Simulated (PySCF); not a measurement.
## Gas-phase thermal properties of C₂H₂ (acetylene)

Energies from PySCF (xtb for GFN2), thermal terms from the rigid-rotor harmonic-oscillator model, ideal gas at 1 bar. Table values come from the NASA 1993 polynomials. 6-31G* has spherical d functions here. All species are closed-shell singlets. B3LYP is the form with VWN-RPA correlation. The harmonic model lacks anharmonicity and excited electronic states, which grow with temperature; levels with a mode under 35 cm⁻¹ are left out.

```json
[
 {"level": "table", "point group": "-", "σ": "-", "ZPE (kJ/mol)": "-", "S°298 (J/mol/K)": "200.9", "Cp298 (J/mol/K)": "44.0", "S°1000 (J/mol/K)": "268.9", "H1000 − H298 (kJ/mol)": "41.0"},
 {"level": "B3LYP/6-31G*", "point group": "D∞h", "σ": "2", "ZPE (kJ/mol)": "70.0", "S°298 (J/mol/K)": "201.7", "Cp298 (J/mol/K)": "44.7", "S°1000 (J/mol/K)": "269.6", "H1000 − H298 (kJ/mol)": "40.8"},
 {"level": "GFN2-xTB", "point group": "D∞h", "σ": "2", "ZPE (kJ/mol)": "69.5", "S°298 (J/mol/K)": "202.0", "Cp298 (J/mol/K)": "44.5", "S°1000 (J/mol/K)": "269.5", "H1000 − H298 (kJ/mol)": "40.6"},
 {"level": "HF/6-31G*", "point group": "D∞h", "σ": "2", "ZPE (kJ/mol)": "77.2", "S°298 (J/mol/K)": "197.9", "Cp298 (J/mol/K)": "39.1", "S°1000 (J/mol/K)": "261.2", "H1000 − H298 (kJ/mol)": "38.5"},
 {"level": "PBE/def2-SVP", "point group": "D∞h", "σ": "2", "ZPE (kJ/mol)": "69.2", "S°298 (J/mol/K)": "200.8", "Cp298 (J/mol/K)": "43.5", "S°1000 (J/mol/K)": "268.2", "H1000 − H298 (kJ/mol)": "40.7"},
 {"level": "PBE0/def2-TZVP", "point group": "D∞h", "σ": "2", "ZPE (kJ/mol)": "70.9", "S°298 (J/mol/K)": "200.2", "Cp298 (J/mol/K)": "43.0", "S°1000 (J/mol/K)": "267.0", "H1000 − H298 (kJ/mol)": "40.3"}
]
```
σ: rotational symmetry number. Electronic degeneracy used: 1. Frequencies are unscaled.
